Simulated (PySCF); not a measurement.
Molecule: tetrahydroborate, [BH4]-.

Atom-mapped SMILES (the numbers label the heavy atoms): `[BH4-:1]` (H(Xn): hydrogen on atom n).

Spin–spin couplings on one PBE0-D3(BJ)/def2-SVP geometry, PySCF 2.14, gas phase, non-relativistic, equivalent pairs averaged; isotopes 11B, 1H; basis pcJ-1.

Reference values (Hz): 1J(B1,H(B1)) = 75.5 (SOPPA(CCSD)/aug-cc-pVTZ-J-uc; gas (equilibrium); Provasi and Sauer, Optimized basis sets for spin-spin coupling constants involving B, Al, Si, P and Cl (J. Chem. Phys. 2010)).

Task: How do the couplings (Hz) change with the functional? Times are CPU seconds on shared hosts with different chips, so compare them loosely; the GGAs took longer than the global hybrids here, which isn't the general rule, and the cause wasn't traced.

Result: 
```
functional  functions  1J(B1,H(B1))  abs. error  core-s
        HF         67          97.3        21.8     0.4
       LDA         67          67.2         8.2     0.9
       PBE         67          83.2         7.8     1.4
       KT2         67          84.4         9.0     1.4
     B3LYP         67          90.8        15.3       1
      PBE0         67          83.6         8.1     1.1
     B97-2         67          89.4        13.9     1.2
 BHandHLYP         67          94.8        19.4     0.8
 CAM-B3LYP         67          86.7        11.3       1
```

Errors compare magnitudes, without vibrational corrections. Closest: PBE; furthest: HF.
